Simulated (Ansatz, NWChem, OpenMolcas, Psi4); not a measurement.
## A small benchmark: atomisation enthalpy at 298 K

8 molecules with nitrogen; the atomisation enthalpy at 298 K in kJ/mol, computed less measured. Shapes, held fixed at every level: PBE0-D4/def2-TZVP. Flexible molecules stand in one conformer, not always the lowest. Thermal terms are harmonic and unscaled (PBE0-D4/def2-TZVP); the spin-orbit lowering of the free atoms is taken from their spectra. Programs: Ansatz 0.2.0, NWChem 7.3.0, OpenMolcas 26.06, Psi4 1.11. A level may come from different programs for different species; with the same settings they agree closely. Measured values: Active Thermochemical Tables, NIST-JANAF tables.

Levels: A = BLYP/cc-pVTZ; B = B3LYP/cc-pVTZ; C = BHLYP/cc-pVTZ; D = M06-2X/cc-pVTZ; E = CCSDT(Q)/STO-3G.

| molecule | from tabulated heats | A | B | C | D | E |
| --- | --- | --- | --- | --- | --- | --- |
| HCN (SMILES C#N) | 1278 | +27 | -2 | -83 | -11 | -173 |
| NClO (nitrosyl chloride) | 790 | +83 | +3 | -148 | -24 | -364 |
| N2O (nitrous oxide) | 1112 | +108 | +21 | -156 | -14 | -643 |
| HOCN (cyanic acid) | 1671 | +40 | -5 | -131 | 0 | -400 |
| NF3 (SMILES FN(F)F) | 843 | +94 | +9 | -163 | -4 | -291 |
| NO2F (SMILES O=[N+]([O-])F) | 1159 | +136 | +24 | -207 | -11 | -728 |
| CH3N (methanimine) | 1755 | +18 | +6 | -71 | -13 | -166 |
| N2H4 (SMILES NN) | 1721 | +23 | +11 | -77 | -18 | -372 |

Problem. Which level does best on this set, which worst, and which err to one side?

Solution. 
```tsv
level	kind	mean error	mean absolute error	worst case
BLYP/cc-pVTZ	GGA	+66.1	66.1	NO2F
B3LYP/cc-pVTZ	global hybrid	+8.4	10.1	NO2F
BHLYP/cc-pVTZ	global hybrid	-129.5	129.5	NO2F
M06-2X/cc-pVTZ	global hybrid	-11.9	11.9	NClO
CCSDT(Q)/STO-3G	coupled cluster or CI	-392.1	392.1	NO2F
```

On this set B3LYP/cc-pVTZ has the smallest mean absolute error and CCSDT(Q)/STO-3G the largest. BLYP/cc-pVTZ is too high in 8 of 8; B3LYP/cc-pVTZ is too high in 6 of 8; BHLYP/cc-pVTZ is too low in 8 of 8; M06-2X/cc-pVTZ is too low in 7 of 8; CCSDT(Q)/STO-3G is too low in 8 of 8. The heats of NF3, NO2F come from older tables and can be uncertain by 10 kJ/mol or more. The smallest two are near a tie. Rows in very small basis sets show the basis more than the method. Correlated wave functions converge slowly with the basis. T1 is large for N2O (0.022), so single-reference values are less sure there. The set is small.
